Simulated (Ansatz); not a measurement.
# SiH5+: geometry and frequencies at several levels

One table from this session's results is given with a row withheld; the runs are named, their logs left out.

Program: Ansatz 0.2.0. Level of theory: the levels named in each step. These are calculated values, not measurements.

**Starting point**

Bond lengths: Si3–H4 1.457 Å, Si3–H5 1.457 Å, Si3–H6 1.469 Å. Angles: H4–Si3–H5 128.8°, H4–Si3–H6 115.5°, H5–Si3–H6 115.7°.

Structure file:

```xyz
6

H     2.8195    0.9816   -0.9215
H     2.0790    0.7203   -0.6792
Si   -0.1526   -0.0530    0.0498
H     0.7009    0.4863    1.1001
H     0.1302   -0.1973   -1.3719
H    -1.4777   -0.5150    0.4854
```

Set-up of the first run:

Input file input.yaml:

```yaml
crystal:
  periodic: [false, false, false]
  atoms:
    - { symbol: H, position_ang: [1.94234405, 0.53589499, -0.56605934] }
    - { symbol: H, position_ang: [1.91313335, -0.23399714, -0.40264921] }
    - { symbol: Si, position_ang: [0.15498938, 0.28030173, -0.11445658] }
    - { symbol: H, position_ang: [0.29489738, 1.30940013, 0.92553604] }
    - { symbol: H, position_ang: [-0.2625888, 0.66285916, -1.47038817] }
    - { symbol: H, position_ang: [0.05648465, -1.13152888, 0.29072727] }
total_charge: 1
basis:
  gaussian: { orbitals: def2-TZVPP }
hamiltonian:
  xc: pbe0
  dispersion: d4
phonons: {}
```

Command:

```bash
> ansatz run input.yaml --threads 2 --pin off --max-ram 5120MiB --backend cpu --events-out ev --progress --plain --runs-dir out
```

Steps of the session up to this table: Frequencies, PBE0-D4/def2-TZVPP; Relaxation, PBE-D4/def2-TZVPP; Frequencies, PBE-D4/def2-TZVPP; Relaxation, r2SCAN-D4/def2-TZVPP; Frequencies, r2SCAN-D4/def2-TZVPP; Relaxation, B3LYP-D4/def2-TZVPP; Frequencies, B3LYP-D4/def2-TZVPP; Relaxation, B2PLYP/def2-TZVPP; Frequencies, B2PLYP/def2-TZVPP.

One of the session's tables, all rows but one given; the rest of the session is left out.

It belongs to the step «Geometries side by side». 

| level | Si3–H4 (Å) | Si3–H5 (Å) | highest frequency (cm⁻¹) |
| --- | --- | --- | --- |
| PBE0-D4/def2-TZVPP | 1.4698 | 1.4694 | 3838 |
| PBE-D4/def2-TZVPP | 1.4799 | 1.4795 | 3722 |
| r2SCAN-D4/def2-TZVPP | 1.4676 | 1.4672 | 3839 |
| B3LYP-D4/def2-TZVPP | 1.4645 | 1.4642 | 3942 |
| B2PLYP/def2-TZVPP | ? | ? | ? |

Estimate the missing values for B2PLYP/def2-TZVPP.

As computed: Si3–H4 (Å): 1.4596; Si3–H5 (Å): 1.4594; highest frequency (cm⁻¹): 3987. In the column «Si3–H4 (Å)» it is the lowest.
